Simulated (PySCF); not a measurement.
Species: C5H12.
SMILES: `CC(C)(C)C`

The closed-shell ground state was solved at several levels (PySCF, density fitting, gas phase, non-relativistic). Isolated species at its PBE0-D3(BJ)/def2-SVP geometry, gas phase. The dipole stays under 0.02 D at every level.

```csv
level,basis functions,HOMO (eV),LUMO (eV),gap (eV)
B3LYP/def2-TZVP,227,-8.80,0.62,9.42
PBE0/def2-SVPD,196,-9.03,0.62,9.65
PBE/pcJ-1,255,-7.67,0.48,8.15
PBE0/6-31+G*,114,-8.99,0.40,9.39
B3LYP/cc-pVTZ,318,-8.79,0.71,9.50
B3LYP/6-31G-J,108,-8.65,1.98,10.63
CAM-B3LYP/def2-SVPD,196,-10.45,1.27,11.72
PBE0/def2-TZVP,227,-8.99,0.95,9.94
B3LYP/pcJ-1,255,-8.83,1.00,9.83
```

What might B97-2/pcJ-1 (255 basis functions) give for the same quantities?

HOMO -8.77 eV, LUMO 1.35 eV, gap 10.12 eV.

Over all these levels, which gives the widest orbital gap and which the narrowest?

CAM-B3LYP/def2-SVPD (range-separated hybrid) has the widest, 11.72 eV, and PBE/pcJ-1 (GGA) the narrowest, 8.15 eV. Functional and basis both differ between the two, so the spread mixes both effects.

How much does the basis alone move the frontier levels among the 4 B3LYP rows?

The HOMO by 0.18 eV and the LUMO by 1.36 eV. By rising basis size (HOMO, LUMO in eV): 6-31G-J -8.65, 1.98; def2-TZVP -8.80, 0.62; pcJ-1 -8.83, 1.00; cc-pVTZ -8.79, 0.71.

In the pcJ-1 basis, how does the gap go with the fixed share of exact exchange?

PBE (0 %) 8.15 eV; B3LYP (20 %) 9.83 eV; B97-2 (21 %) 10.12 eV. Each rise in the share widens the gap here.
